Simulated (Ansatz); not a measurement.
# Structure relaxation of Na2W

All numbers below come from DFT PBE, scalar-relativistic, plane waves, PAW (Ansatz 0.2.0). Cutoff 420 eV, Γ-centred k mesh, Gaussian smearing, no spin polarisation in the final step.

Na2W was placed on the sites of a reported Ti2Pd cell (I4/mmm, No. 139), with W in place of Pd, Na in place of Ti, at a guessed volume.

```
Na W
1.0
    -1.69075    1.69075    5.50123
     1.69075   -1.69075    5.50123
     1.69075    1.69075   -5.50123
Na W
2 1
Direct
  0.34000 0.34000 0.00000
  0.66000 0.66000 0.00000
  0.00000 0.00000 0.00000
```

Cell and atoms relax at zero pressure; the relaxation can't lower the symmetry of the start. After a coarse first stage the cell is made exact in the group found at 0.06 Å.

Energies over the elements count from the elements' standard structures at the same level, with no empirical corrections.

Problem. Describe the relaxed structure.

Solution. It keeps I4/mmm (No. 139), but not the shape of the type it started on. Conventional cell: a = 2.711 Å, c = 17.522 Å. Around Na lie 4 Na at 2.71 Å; around W lie 4 W at 2.71 Å.

```xyz
3
Lattice="-1.3554 1.3554 8.7611 1.3554 -1.3554 8.7611 1.3554 1.3554 -8.7611" Properties=species:S:1:pos:R:3 pbc="T T T"
Na    0.0000    0.0000    6.0837
Na    0.0000    0.0000   11.4385
W     0.0000    0.0000    0.0000
```

Problem. What are its volume, energy, density and gap?

Solution. The volume per atom is 21.46 Å³ and the density is 5.93 g/cm³. The energy over the elements is 0.91 eV/atom. The gap on the 24×24×24 mesh is 0 eV (a metal).

The final run used a 24×24×24 mesh on its 3-atom cell and 0.10 eV smearing. The k mesh leaves about 4 meV/atom of noise in metals. Spin–orbit coupling is left out. A structure relaxed within its symmetry needn't be a true minimum. The steps took about 8 core-minutes in all.